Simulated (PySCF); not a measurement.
**Adding and removing an electron: SiN**

ROHF; Si def2-SVP, N def2-SVP; no relativity (PySCF 2.14). Neutral (ROHF): doublet (σ ↑), Re = 1.543 Å, ωe = 1324 cm⁻¹, De = 0.83 eV, HOMO -10.93 eV, LUMO 1.90 eV.

SiN⁺ (UHF): triplet (π ↑↑), Re = 1.773 Å, ωe = 829 cm⁻¹, De = 0.64 eV to Si⁺ + N. The energies at the minima are -343.11321 hartree for SiN and -342.83231 for SiN⁺.

(1) Work out the adiabatic ionisation energy, without and with harmonic zero-point energies (1 hartree = 27.2114 eV, 1 eV = 8065.5 cm⁻¹), and the change of the bond length.

UHF and ROHF references stand side by side, which adds small steps between rows. For an ion De counts to the pair picked by the measured ionisation energies or electron affinities, which need not be the lowest pair at this level. UHF is strongly spin-contaminated for SiN, so the ROHF reference used there is far from stable. Hartree–Fock leaves out correlation, which carries a large part of most bond energies and some tenths to 1 eV of ionisation energies. States were picked by a PBE0 search and need not be the measured ground states.

Neutral and ion stand on different kinds of reference determinant, which adds to the error of the difference.

Results:

(1) At HF: 0.28090 hartree = 7.644 eV between the minima; the zero-point term (829.0 − 1324.0)/2 cm⁻¹ = -0.031 eV makes it 7.613 eV. Re changes by +23.0 pm against the neutral. More than one orbital changes its filling between the two states.
